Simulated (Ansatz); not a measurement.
`OC1(F)CC1` → 3 C• + F• + 5 H• + O•  (atomization)

Isolated molecules relaxed with PBE0-D4/def2-TZVP in Ansatz; ΔE leaves out vibrations. CBS: MP2 limit from def2 TZ/QZ plus the TZ coupled-cluster correction, frozen cores. This one scheme is used for every species, atoms too. Functionals use def2-TZVPP. B3LYP here is the variant with VWN-RPA as its local correlation; programs differ in this. No spin–orbit coupling; open shells (•) take unrestricted orbitals. Spin–orbit coupling would lower the free atoms: a little for C, F, O. One conformer a species, not always the lowest.

`OC1(F)CC1`:

```xyz
10

O     0.435    1.640   -0.267
C     0.453    0.279   -0.297
F     1.437   -0.203   -1.116
C     0.200   -0.460    0.948
C    -0.784   -0.531   -0.220
H     0.085    1.960   -1.106
H     0.806   -1.337    1.136
H    -0.089    0.114    1.818
H    -1.726   -0.007   -0.113
H    -0.817   -1.454   -0.783
```

What is ΔE at CCSD(T)/CBS? (Best estimate.)

The calculation gave: +965.8 kcal/mol.

What do these levels give: r2SCAN-D4, ωB97X-V, ωB97M-V, B2PLYP, B3LYP, HF/def2-TZVPP, SCS-MP2/def2-TZVPP, CCSD/def2-TZVPP, CCSD(T)/def2-TZVPP, HF/CBS(def2), MP2/CBS(def2), CCSD/CBS(def2)? (An estimate is asked.)

Ansatz gave: r2SCAN-D4 972.1, ωB97X-V 970.3, ωB97M-V 971.3, B2PLYP 956.5, B3LYP 958.3, HF/def2-TZVPP 686.5, SCS-MP2/def2-TZVPP 953.8, CCSD/def2-TZVPP 925.2, CCSD(T)/def2-TZVPP 941.3, HF/CBS(def2) 687.6, MP2/CBS(def2) 990.7, CCSD/CBS(def2) 949.6 kcal/mol.

Largest T1 diagnostic among the species: 0.010.

In def2-TZVPP, CCSD(T) changes the Hartree–Fock value by +254.9 kcal/mol (the triples alone add +16.2 kcal/mol) and MP2 by +279.7 kcal/mol; breaking electron pairs costs correlation energy, which Hartree–Fock lacks. The D4 term adds +5.8 kcal/mol with B3LYP and +3.0 kcal/mol with PBE0; it sums over pairs of atoms, weighted by their polarisabilities, and B3LYP, whose exchange is more repulsive, gets the larger term. From PBE to PBE0 (25 % exact exchange), in def2-TZVPP and without D4, ΔE moves by −23.2 kcal/mol: exact exchange takes away binding that semilocal exchange gives to molecules.

For atomizations the MP2-based limit and the directly extrapolated one differ by several kJ/mol either way, and by 10 to 25 for some Ge, Se and Sn compounds, so smaller differences from it don't rank the levels.
